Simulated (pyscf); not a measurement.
**Routes from H₃C–SiH₂–Cl + HCl**

Candidate steps break at most two bonds and form at most two. Each was searched with GFN2-xTB (tblite) first. Single points on ωB97X-D3(BJ)/def2-SVP structures (PySCF, gas phase). Energies: ωB97M-D3(BJ)/def2-TZVP, kJ/mol, from the separated reactants, singlet surface; ΔG‡ with ideal gas, 1 atm, RRHO with modes under 100 cm⁻¹ raised to 100, one conformer, R ln 2 for chiral ones without a mode under 150 cm⁻¹.

| products | type | ΔE‡ | ΔE | ΔG‡ 298 K | ΔG‡ 900 K | ν‡ (cm⁻¹) |
|---|---|---|---|---|---|---|
| H₃C–SiH(Cl)–Cl + H₂ | four-centre exchange | 128.7 | -84.7 | 170.8 | 257.3 | 802i |
| CH₄ + Cl–SiH₂–Cl | four-centre exchange | 154.8 | -96.5 | 198.1 | 287.6 | 592i |

Plain bond fissions and candidates not yet searched are not listed, and one of them may be faster. Each barrier is that of the saddle found; lower ones may exist.
